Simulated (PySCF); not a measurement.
Working out the ionisation energy of B

B [He] 2s2 2p1 (2P) → B⁺ [He] 2s2 (1S). All numbers are calculated (PySCF 2.14, the non-relativistic Hamiltonian (point nucleus), in aug-cc-pwCVTZ (7s6p4d2f, 59 functions)). Frozen: nothing. Energies in hartree (1 hartree = 27.21139 eV):

| part | B (lower) | B⁺ (upper) |
| --- | --- | --- |
| UHF | -24.532216 | -24.236876 |
| MP2 opposite-spin | -0.080910 | -0.075529 |
| MP2 same-spin | -0.005812 | -0.001862 |

Question: What does Hartree-Fock give?

Answer: (-24.236876) − (-24.532216) = 0.295340 hartree = 8.037 eV.

Question: What do MP2 and SCS-MP2 (6/5 opposite-spin, 1/3 same-spin) give?

Answer: The opposite-spin parts differ by 0.146 eV and the same-spin parts by 0.107 eV. MP2: 8.037 + (0.146) + (0.107) = 8.290 eV. SCS-MP2: 8.037 + 1.2 × (0.146) + (0.107)/3 = 8.248 eV.

Measured between the centres of the two terms (NIST): 8.297 eV, so MP2 (valence and next inner shell) is off by -0.007 eV.

What remains against the reference includes basis incompleteness and correlation beyond second order.
